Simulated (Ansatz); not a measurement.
Input file:

```yaml
crystal:
  periodic: [false, false, false]
  atoms:
    - {symbol: Be, position_ang: [0.000000, -0.068906, 1.932267]}
    - {symbol: Mg, position_ang: [0.000000, -0.041659, -0.638810]}
    - {symbol: H, position_ang: [0.000000, 1.044180, 1.049827]}
    - {symbol: H, position_ang: [0.000000, 0.576480, -2.922635]}
basis:
  gaussian: {orbitals: 6-31G}
magnetization: {spin_polarized: false, initial_magnetization: 2}
correlation: {method: ccsdtq, electrons: outside_noble_gas}
```

```sh
$ ansatz run in.yaml --threads 1 --pin off --events-out ev --progress --plain --max-ram 2393MiB
```

Log:

```
557 factors; integrals over basis functions are off by at most 1.9e-7 eV
mean field evaluation 1: about -5854.9343 eV, gradient 8.7e0 eV
mean field evaluation 2: about -5854.9517 eV, gradient 8.7e0 eV
mean field evaluation 4: about -5856.7930 eV, gradient 2.1e0 eV
mean field evaluation 8: about -5857.0021 eV, gradient 1.7e-1 eV
mean field evaluation 16: about -5856.9463 eV, gradient 7.7e-1 eV
mean field evaluation 32: about -5855.8559 eV, gradient 3.1e-5 eV
mean field evaluation 64: about -5853.0019 eV, gradient 3.0e-2 eV
mean field evaluation 96: about -5855.1318 eV, gradient 3.4e0 eV
mean field evaluation 128: about -5855.8559 eV, gradient 5.9e-3 eV
mean field evaluation 160: about -5853.7788 eV, gradient 1.6e-4 eV
mean field -5857.00287827 eV, -215.2408857573 hartree, gradient 4.9e-6 eV, S^2 2.000000; 6 other end points of the search recorded, 0 dependent functions left out
...
cycle  13  -1.73420258 eV  change   -1.1e-4 eV  update   6.6e-5
cycle  14  -1.73420237 eV  change    2.2e-7 eV  update   3.0e-5
cycle  15  -1.73418414 eV  change    1.8e-5 eV  update   1.5e-5
cycle  16  -1.73417469 eV  change    9.4e-6 eV  update   8.1e-6
cycle  17  -1.73417095 eV  change    3.7e-6 eV  update   4.8e-6
cycle  18  -1.73417201 eV  change   -1.1e-6 eV  update   3.2e-6
cycle  19  -1.73417443 eV  change   -2.4e-6 eV  update   2.0e-6
cycle  20  -1.73417636 eV  change   -1.9e-6 eV  update   1.4e-6
cycle  21  -1.73417658 eV  change   -2.2e-7 eV  update   9.0e-7
cycle  22  -1.73417638 eV  change    2.1e-7 eV  update   6.2e-7
Total energy: -5858.73705465 eV, -215.3046155637 hartree
```

For the same geometry and basis full CI lies 0.1 meV lower.

Ran on 1 thread of Arm Neoverse V2, shared host: 12 s wall, 0.15 GiB peak host memory.
